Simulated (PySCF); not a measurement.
PySCF input (PBE/6-311+G**):

```python
import numpy as np, basis_set_exchange as bse
from pyscf import gto, scf, dft, df

basis = {'C': gto.basis.parse(bse.get_basis('6-311+G**', elements=['C'], fmt='nwchem')), 'H': gto.basis.parse(bse.get_basis('6-311+G**', elements=['H'], fmt='nwchem')), 'S': gto.basis.parse(bse.get_basis('6-311+G**', elements=['S'], fmt='nwchem'))}
mol = gto.M(
    atom='''
    C    -0.00155029    1.50196649   -0.45166829
    S    -0.01239716    0.12323346    0.57976964
    C     0.01896339   -1.47872388   -0.43190787
    H     0.91934809    1.64260953   -1.02669247
    H    -0.90073509    1.62984334   -1.06289763
    H     0.01148869   -2.34173312    0.24815888
    H    -0.85846291   -1.52720035   -1.08442388
    H     0.92223725   -1.51471040   -1.04900214
    ''',
    basis=basis,
    charge=-1,
    verbose=4,
    max_memory=8640,
)
mf = dft.RKS(mol, xc='pbe')
mf.grids.level = 3
mf = mf.density_fit(auxbasis=df.autoaux(mol))
mf.conv_tol = 1e-9
mf.max_cycle = 100
print('smallest overlap eigenvalue', np.linalg.eigvalsh(mol.intor('int1e_ovlp'))[0])
mf.kernel()
dip = mf.dip_moment()
```

Output:

```
PySCF version 2.14.0

[INPUT] verbose = 4
[INPUT] num. atoms = 8
[INPUT] num. electrons = 34
[INPUT] charge = -1
[INPUT] spin (= nelec alpha-beta = 2S) = 0
[INPUT] symmetry False subgroup None
[INPUT] Mole.unit = angstrom
[INPUT] Symbol           X                Y                Z      unit          X                Y                Z       unit  Magmom
[INPUT]  1 C     -0.001550290000   1.501966490000  -0.451668290000 AA   -0.002929623514   2.838305314374  -0.853529367251 Bohr   0.0
[INPUT]  2 S     -0.012397160000   0.123233460000   0.579769640000 AA   -0.023427237122   0.232877488783   1.095605834938 Bohr   0.0
[INPUT]  3 C      0.018963390000  -1.478723880000  -0.431907870000 AA    0.035835613493  -2.794383147054  -0.816187585344 Bohr   0.0
[INPUT]  4 H      0.919348090000   1.642609530000  -1.026692470000 AA    1.737316103242   3.104082141301  -1.940167582453 Bohr   0.0
[INPUT]  5 H     -0.900735090000   1.629843340000  -1.062897630000 AA   -1.702142630885   3.079957538546  -2.008585419149 Bohr   0.0
[INPUT]  6 H      0.011488690000  -2.341733120000   0.248158880000 AA    0.021710477630  -4.425234253623   0.468952318579 Bohr   0.0
[INPUT]  7 H     -0.858462910000  -1.527200350000  -1.084423880000 AA   -1.622259787997  -2.885990398840  -2.049264136138 Bohr   0.0
[INPUT]  8 H      0.922237250000  -1.514710400000  -1.049002140000 AA    1.742775824372  -2.862387814030  -1.982326748683 Bohr   0.0

nuclear repulsion = 101.218321016611
number of shells = 54
number of NR pGTOs = 159
number of NR cGTOs = 104
basis = {'C': [[0, [4563.24, 0.00196665], [682.024, 0.0152306], [154.973, 0.0761269], [44.4553, 0.260801], [13.029, 0.616462], [1.82773, 0.221006]], [0, [20.9642, 0.11466], [4.80331, 0.919999], [1.45933, -0.00303068]], [0, [0.483456, 1.0]], [0, [0.145585, 1.0]], [0, [0.0438, 1.0]], [1, [20.9642, 0.0402487], [4.80331, 0.237594], [1.45933, 0.815854]], [1, [0.483456, 1.0]], [1, [0.145585, 1.0]], [1, [0.0438, 1.0]], [2, [0.626, 1.0]]], 'H': [[0, [33.865, 0.0254938], [5.09479, 0.190373], [1.15879, 0.852161]], [0, [0.32584, 1.0]], [0, [0.102741, 1.0]], [1, [0.75, 1.0]]], 'S': [[0, [93413.4, 0.000743], [13961.7, 0.005793], [3169.91, 0.029954], [902.456, 0.119028], [297.158, 0.368432], [108.702, 0.577299]], [0, [108.702, 0.143186], [43.1553, 0.624465], [18.1079, 0.283366]], [0, [5.56009, 1.0]], [0, [2.13183, 1.0]], [0, [0.420403, 1.0]], [0, [0.136045, 1.0]], [0, [0.0405, 1.0]], [1, [495.04, 0.008309], [117.221, 0.064024], [37.7749, 0.277614], [14.0584, 0.745076]], [1, [5.56574, 0.613712], [2.26297, 0.443818]], [1, [0.807994, 1.0]], [1, [0.27746, 1.0]], [1, [0.077141, 1.0]], [1, [0.0405, 1.0]], [2, [0.65, 1.0]]]}
ecp = {}
ETB for S: l = 0, exps = 0.081 * 1.8^n , n = 0..20
ETB for S: l = 1, exps = 0.081 * 1.8^n , n = 0..17
ETB for S: l = 2, exps = 0.081 * 1.8^n , n = 0..16
ETB for S: l = 3, exps = 0.6905 * 2.2^n , n = 0..5
ETB for H: l = 0, exps = 0.205482 * 1.8^n , n = 0..10
ETB for H: l = 1, exps = 0.852741 * 2^n , n = 0..2
ETB for H: l = 2, exps = 1.5 * 2.2^n , n = 0..0
ETB for C: l = 0, exps = 0.0876 * 1.8^n , n = 0..15
ETB for C: l = 1, exps = 0.0876 * 1.8^n , n = 0..13
ETB for C: l = 2, exps = 0.0876 * 1.8^n , n = 0..12
ETB for C: l = 3, exps = 0.6698 * 2.2^n , n = 0..2
smallest overlap eigenvalue 0.0005072858226037836

******** <class 'pyscf.df.df_jk.DFRKS'> ********
method = DFRKS
initial guess = minao
damping factor = 0
level_shift factor = 0
DIIS = <class 'pyscf.scf.diis.CDIIS'>
diis_start_cycle = 1
diis_space = 8
diis_damp = 0
SCF conv_tol = 1e-09
SCF conv_tol_grad = None
SCF max_cycles = 100
direct_scf = False
XC library pyscf.dft.libxc version 7.1.2
    S. Lehtola, C. Steigemann, M. J. T. Oliveira, and M. A. L. Marques,  SoftwareX 7, 1–5 (2018)
XC functionals = pbe
    J. P. Perdew, K. Burke, and M. Ernzerhof,  Phys. Rev. Lett. 77, 3865 (1996)
    J. P. Perdew, K. Burke, and M. Ernzerhof,  Phys. Rev. Lett. 78, 1396 (1997)
    J. P. Perdew, K. Burke, and M. Ernzerhof,  Phys. Rev. Lett. 77, 3865 (1996)
    J. P. Perdew, K. Burke, and M. Ernzerhof,  Phys. Rev. Lett. 78, 1396 (1997)
radial grids:
    Treutler-Ahlrichs [JCP 102, 346 (1995); DOI:10.1063/1.469408] (M4) radial grids

becke partition: Becke, JCP 88, 2547 (1988); DOI:10.1063/1.454033
pruning grids: <function nwchem_prune>
grids dens level: 3
symmetrized grids: False
atomic radii adjust function: <function treutler_atomic_radii_adjust>
small_rho_cutoff = 0
Set gradient conv threshold to 3.16228e-05
Initial guess from minao.
tot grids = 96160
init E= -477.053990253982
  HOMO = -0.235369642546379  LUMO = -0.0406382154133367  gap/eV = 5.29891
cycle= 1 E= -476.968966453189  delta_E= 0.085  |g|= 0.67  |ddm|= 2.31
  HOMO = 0.130902397958778  LUMO = 0.174183485166502  gap/eV = 1.17774
cycle= 2 E= -475.683622590781  delta_E= 1.29  |g|= 1.66  |ddm|= 13.4
  HOMO = 0.00612416874770205  LUMO = 0.126079174788414  gap/eV = 3.26414
cycle= 3 E= -477.068420602816  delta_E= -1.38  |g|= 0.369  |ddm|= 13.4
  HOMO = 0.0351827604622359  LUMO = 0.128664560432571  gap/eV = 2.54377
cycle= 4 E= -477.107737049844  delta_E= -0.0393  |g|= 0.203  |ddm|= 1.21
  HOMO = 0.0506281198058706  LUMO = 0.125197439915826  gap/eV = 2.02913
cycle= 5 E= -477.118707418333  delta_E= -0.011  |g|= 0.0528  |ddm|= 0.588
  HOMO = 0.052520851036819  LUMO = 0.124346574785934  gap/eV = 1.95448
cycle= 6 E= -477.119335342907  delta_E= -0.000628  |g|= 0.0164  |ddm|= 0.17
  HOMO = 0.0514884276386173  LUMO = 0.12420794452064  gap/eV = 1.97880
cycle= 7 E= -477.119393685486  delta_E= -5.83e-05  |g|= 0.00748  |ddm|= 0.0705
  HOMO = 0.0513874447824916  LUMO = 0.123833556797227  gap/eV = 1.97136
cycle= 8 E= -477.119409814724  delta_E= -1.61e-05  |g|= 0.00126  |ddm|= 0.0312
  HOMO = 0.0513934524952072  LUMO = 0.123738124000981  gap/eV = 1.96860
cycle= 9 E= -477.119410321211  delta_E= -5.06e-07  |g|= 0.000242  |ddm|= 0.00857
  HOMO = 0.0513681539847255  LUMO = 0.123734437492345  gap/eV = 1.96919
cycle= 10 E= -477.119410343639  delta_E= -2.24e-08  |g|= 3.2e-05  |ddm|= 0.00189
  HOMO = 0.0513709243647201  LUMO = 0.123732940700352  gap/eV = 1.96907
cycle= 11 E= -477.119410343961  delta_E= -3.22e-10  |g|= 9.53e-06  |ddm|= 0.000248
  HOMO = 0.0513684522053727  LUMO = 0.123732927453793  gap/eV = 1.96914
Extra cycle  E= -477.119410343809  delta_E= 1.53e-10  |g|= 2.36e-05  |ddm|= 0.000154
converged SCF energy = -477.119410343809

WARN: System has nonzero charge -1; the dipole moment is origin-dependent.
Location of origin: [0. 0. 0.]

Dipole moment(X, Y, Z, Debye):  0.03637, -3.39061, -0.63263
```
